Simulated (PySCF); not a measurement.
Compound: C4H4F2.
Z-matrix (Å and degrees, PBE0-D3(BJ)/def2-SVP geometry), rows numbered from 1:
```
F 
C   1  1.3534
C   2  1.4847  1  115.52
C   3  1.4666  2   97.93  1   152.80
F   4  1.3677  3  120.63  2    64.51
C   4  1.4664  3   62.38  2   -46.52
H   2  1.0967  1  111.31  3  -145.43
H   3  1.0900  2  128.95  6  -122.48
H   4  1.0952  3  117.80  6  -108.62
H   6  1.0901  2  128.83  3   122.31
```

Level of theory: MP2 and CCSD/aug-cc-pVDZ in PySCF, restricted Hartree–Fock reference, frozen core, non-relativistic, gas phase, PBE0-D3(BJ)/def2-SVP geometry.

E(HF) = -352.62274 Eh.

(1) How large is the problem?

(2) What are the MP2 and CCSD correlation energies?

(3) What is the T1 diagnostic?

(4) How does correlation change the dipole moment?

Answers

(1) 174 basis functions and 46 electrons; 6 orbitals frozen, which leaves o = 17 correlated occupied and v = 151 virtual orbitals. That is o·v = 2567 singles and o·v(o·v + 1)/2 = 3296028 distinct closed-shell doubles amplitudes before symmetry; the costliest CCSD step grows as o²v⁴ = 1.5 × 10^11.

(2) MP2 -0.9536 Eh and CCSD -0.9845 Eh, which gives totals of -353.57636 and -353.60721 Eh. That is 0.788 eV for each correlated electron at CCSD (2585 kJ/mol in all, 0.278 % of the total energy); MP2 gives 96.9 % of the CCSD value.

(3) 0.0118, below the customary warning level of 0.02. It is the norm of the spatial-orbital singles amplitudes over the root of the number of correlated electrons, so the norm is 0.069.

(4) HF gives 2.02 D and CCSD (unrelaxed density) 1.84 D, a change of -0.18 D.

Connected triples and the basis-set limit are missing.
